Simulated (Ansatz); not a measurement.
A ladder of methods for [B2H4]− (SMILES B[BH2-])

The species is [B2H4]− (6 atoms), meant as a doublet with charge -1. As SMILES, `B[BH2-]`. The coordinates come from a GFN2-xTB relaxation.

```xyz
6

B    -0.1716   -0.7714   -0.0253
B     0.1693    0.7737    0.0273
H    -0.5804   -1.4388    0.9210
H    -0.0699   -1.4854   -1.0207
H     0.5757    1.4355   -0.9254
H     0.0769    1.4865    1.0230
```

Quantity: the energy change with the B1–H3 bond stretched from 1.228 to 2.456 Å, in eV. The values are calculated.

```
           level                    kind  program  value (eV)  less FCI/STO-3G  CPU time (all runs)
   USVWN5/STO-3G                     LDA   Ansatz        4.97            +0.20                1.4 s
 U-revPBE/STO-3G                     GGA   Ansatz        4.59            -0.18                2.6 s
U-r2SCAN0/STO-3G         hybrid meta-GGA   Ansatz        5.03            +0.26                8.4 s
U-wB97M-V/STO-3G  range-separated hybrid   Ansatz        5.21            +0.44                 27 s
  UB2PLYP/STO-3G           double hybrid   Ansatz        5.11            +0.34                4.4 s
  RPA@PBE/STO-3G                     RPA   Ansatz        4.69            -0.08                3.3 s
     UMP2/STO-3G     perturbation theory   Ansatz        5.13            +0.36               0.18 s
   UCCSDT/STO-3G   coupled cluster or CI   Ansatz        4.77             0.00                1.1 s
  UCCSDTQ/STO-3G   coupled cluster or CI   Ansatz        4.77             0.00                 38 s
      FCI/STO-3G      exact in the basis   Ansatz        4.77             0.00                 10 s
```

FCI/STO-3G is exact within its basis and frozen core, so for wave-function methods in that basis the difference is their error; functionals converge differently with the basis, so for them it is only a difference. Sets without diffuse functions describe the anion poorly. The first shape isn't each level's own minimum. The values span 4.59 to 5.21 eV. Spin contamination of the reference (⟨S²⟩ at least 0.1 too high) touches USVWN5/STO-3G, U-revPBE/STO-3G, U-r2SCAN0/STO-3G, U-wB97M-V/STO-3G, UB2PLYP/STO-3G, RPA@PBE/STO-3G, UMP2/STO-3G, UCCSDT/STO-3G, UCCSDTQ/STO-3G. All rows use very small basis sets, so even the best lies far from the true value. CPU times are rough (shared hosts, several kinds of processor): they show what a rung costs within a factor of a few.
